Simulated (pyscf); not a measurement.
Optimised with ωB97X-D3(BJ)/def2-SVP in PySCF. Correlated levels are frozen-core, on RHF or UHF. ΔMP2 is the change of the MP2 total energy from the triple- to the quadruple-zeta basis.

Question: PBE/def2-TZVP puts the barrier of H₂N–NH₂ + gallane (GaH₃) -> H₂N–GaH₂ + ammonia (NH₃) (four-centre exchange; singlet surface; N–N, Ga–H broken, Ga–N, H–N formed) at 49.7 kcal/mol and the reaction energy at -53.2 kcal/mol, from the separated reactants. What do B3LYP-D3(BJ)/def2-TZVP, M06-2X/def2-TZVP, CCSD(T)/def2-TZVPP + ΔMP2(QZVPP) give on the same structures?

Answer: B3LYP-D3(BJ): ΔE‡ = 58.1 kcal/mol, ΔE = -54.0 kcal/mol; M06-2X: ΔE‡ = 65.8 kcal/mol, ΔE = -57.1 kcal/mol; CCSD(T): ΔE‡ = 58.1 kcal/mol, ΔE = -58.1 kcal/mol. PBE's barrier lies under all of them, by 8.4 to 16.1 kcal/mol. Its reaction energy lies over all of them, by 0.8 to 4.9 kcal/mol. Low barriers are usual for a GGA, whose delocalisation error favours stretched bonds. On the reactant side the descent ends in an adduct with a Ga–N contact, 26.6 kcal/mol under the separated species and 93.8 kcal/mol under the saddle at ωB97X-D3(BJ)/def2-TZVP. On the product side the descent ends in an adduct with a Ga–N contact (not fully relaxed), 19.7 kcal/mol under the separated species and 140.9 kcal/mol under the saddle at ωB97X-D3(BJ)/def2-TZVP. What is counted as formed (Ga–N) is already present as a longer contact in the reactant adduct; forming that adduct is a step of its own. At ωB97X-D3(BJ) the barrier from the zero used here is 67.2 kcal/mol. This is the saddle that the search found; another between the same sides may lie lower. One closed-shell reference is unstable to symmetry breaking; treat the single-reference values with care. The CCSD(T) − MP2 part came from Ansatz, without density fitting, on the same reference. The largest closed-shell T1 diagnostic is 0.032, which may signal static correlation. The frozen core leaves the outer d or s,p core shells of the metals and heavy elements correlated in the MP2 and CC values, and def2-TZVPP describes them poorly, which can shift differences by a few kcal/mol. Elements up to Kr have no core potential and no relativistic terms here.
